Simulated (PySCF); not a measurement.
**SMILES O=c1cc1F, C3HFO**

Molfile (atoms numbered from 1):
```
C3HFO
     RDKit          3D

  6  6  0  0  0  0  0  0  0  0999 V2000
   -1.4328   -1.2939    0.7456 O   0  0  0  0  0  0  0  0  0  0  0  0
   -0.6023   -0.5586    0.3126 C   0  0  0  0  0  0  0  0  0  0  0  0
   -0.0959    0.7831    0.0905 C   0  0  0  0  0  0  0  0  0  0  0  0
    0.6162   -0.2471   -0.3532 C   0  0  0  0  0  0  0  0  0  0  0  0
    1.7176   -0.5369   -0.9835 F   0  0  0  0  0  0  0  0  0  0  0  0
   -0.1978    1.8551    0.1928 H   0  0  0  0  0  0  0  0  0  0  0  0
  1  2  2  0
  2  3  1  0
  3  4  2  0
  4  5  1  0
  4  2  1  0
  3  6  1  0
M  END
```

Level of theory: TDDFT CAM-B3LYP/aug-cc-pVTZ excited states, vertical, gas phase (PySCF). Geometry: PBE0-D3(BJ)/def2-TZVP.

Problem. Give the one- and two-photon strengths of the lowest singlets.

Solution. δ for parallel linear polarisation; σ at the peak of a Lorentzian of half width 0.1 eV, single beam; Ω is circular over linear.
| state | E (eV) | f | photon λ (nm) | δ (au) | σ (GM) | Ω | main |
| --- | --- | --- | --- | --- | --- | --- | --- |
| S1 | 5.15 | 0.000 | 482 | 0.29 | 0.00 | 1.50 | HOMO→LUMO 0.91 |
| S2 | 6.22 | 0.001 | 399 | 1.04 | 0.01 | 1.38 | HOMO→LUMO+6 0.69, HOMO→LUMO+4 0.12 |
| S3 | 6.39 | 0.011 | 388 | 76.6 | 1.15 | 0.36 | HOMO→LUMO+1 0.57, HOMO→LUMO+2 0.25 |
| S4 | 6.96 | 0.026 | 356 | 7.08 | 0.13 | 0.82 | HOMO−1→LUMO 0.74, HOMO→LUMO+1 0.09 |
| S5 | 7.40 | 0.081 | 335 | 211 | 4.22 | 0.57 | HOMO→LUMO+2 0.57, HOMO→LUMO+1 0.20 |
| S6 | 7.47 | 0.011 | 332 | 13.4 | 0.27 | 1.50 | HOMO−1→LUMO+1 0.62, HOMO−1→LUMO+2 0.24 |

Among these, the strongest one-photon state is S5, the strongest two-photon state S5, with a dipole change of 10.3 D (relaxed, norm of the difference vector).
